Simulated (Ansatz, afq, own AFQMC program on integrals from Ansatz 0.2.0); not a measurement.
LiSi⁺, singlet in cc-pVDZ, levels against full CI

```tsv
atom	x (Å)	y (Å)	z (Å)
Si	0.0000	0.0000	0.0000
Li	0.0000	0.0000	2.4415
```

Basis cc-pVDZ. Noble-gas cores (and the filled d shells of Ga–Kr and In–Xe) are frozen. Integrals, coupled cluster, full CI and functionals: Ansatz 0.2.0; the random walks run on the same integrals in our own AFQMC program. The CISD trial takes its coefficients from CCSD amplitudes. Released means that phaseless walkers are propagated on without the constraint, phases kept. Error bars are statistical, one sigma.

Determinant: RHF, the one that the program's search chose, which needn't be the lowest solution. The geometry is a PBE0/def2-TZVP stationary point of this or a neighbouring charge and spin state.

Full CI on the same integrals is exact in this basis and with this determinant's frozen core.

Cautions: another spin lies lower; restricted determinant unstable towards unrestricted (UHF 709 meV lower, ⟨S²⟩ 0.95); the released energies are still falling, so no released level is given (meV from the phaseless value at times in 1/Eh: 3 ± 4 at 0.24, -1 ± 5 at 0.51, -10 ± 5 at 0.99, -16 ± 4 at 1.62, -27 ± 6 at 2.40); CCSDT(Q) on the UHF determinant differs (380 meV lower), perhaps since the unrestricted series falls towards higher spin.

The T1 diagnostic is 0.0116. The weight of the determinant in the CISD state is 0.879 and the size of the correlated space is 4 electrons in 26 orbitals.

```tsv
level	correlation energy (eV)
MP2	-1.5163
CCSD	-2.2262
CCSD(T)	-2.2711
```

(1) Estimate where phaseless AFQMC with a CISD trial lies against CCSD(T) on the same integrals.

(1) 0.21 ± 0.08 kcal/mol below CCSD(T).

Reference: full CI, correlation energy -2.295 eV.

```tsv
level	E − E(reference) (kcal/mol)	share of correlation (%)
CCSD(T)	0.54	98.98
CCSDT	0.25	99.52
CCSDT(Q)	0.10	99.82
ph-AFQMC/CISD	0.33 ± 0.08	99.37
```

CCSDT and higher add their correlation energy to the determinant of the CCSD(T) run, since their own runs factorise the integrals more tightly (a shift of under 2 meV). A walk keeps the symmetry of its determinant, which the program's search chose and which needn't be the lowest solution, so a lower state of the same spin and another symmetry isn't excluded.
